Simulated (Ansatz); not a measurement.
Relaxation of CH6ClSi (9 atoms, charge 0, multiplicity 2), to a largest force component of 0.03 eV/Å in at most 50 steps.

Level of theory: Ansatz, UKS CAM-B3LYP-D4/def2-SVP.

```xyz
9
Properties=species:S:1:pos:R:3
Si 0.001 0.000 -0.128
Cl 0.002 0.001 1.979
H 1.405 0.000 -0.607
H -0.702 1.216 -0.606
H -0.702 -1.216 -0.605
C -0.001 0.000 4.966
H -0.590 -0.917 4.959
H 1.088 -0.052 4.953
H -0.500 0.968 4.962
```

**Question.** Where does it end, and by what steps?

**Answer.** The run converged. The force dipped under the threshold on the way, but the program's further checks kept it going. After 8 steps the energy has fallen by 0.048 eV; C6 moved furthest, 0.21 Å.

```tsv
step	energy less start (eV)	largest force component (eV/Å)	accepted
0	0.0000	0.856	yes
1	0.0139	0.776	no
2	0.0252	0.638	no
3	-0.0201	0.348	yes
4	-0.0399	0.069	yes
5	-0.0425	0.030	yes
6	-0.0463	0.070	yes
7	-0.0150	0.545	no
8	-0.0477	0.011	yes
```

```xyz
9
Properties=species:S:1:pos:R:3
Si 0.001 0.000 -0.284
Cl 0.001 0.002 1.783
H 1.403 0.001 -0.767
H -0.702 1.214 -0.767
H -0.700 -1.216 -0.765
C 0.000 0.000 5.180
H -0.590 -0.917 5.164
H 1.088 -0.053 5.163
H -0.499 0.969 5.166
```

Time of the run: 20 s on 4 threads of Intel(R) Xeon(R) Platinum 8259CL CPU @ 2.50GHz (Skylake/Cascade Lake), on a shared host, peak memory 0.29 GiB.
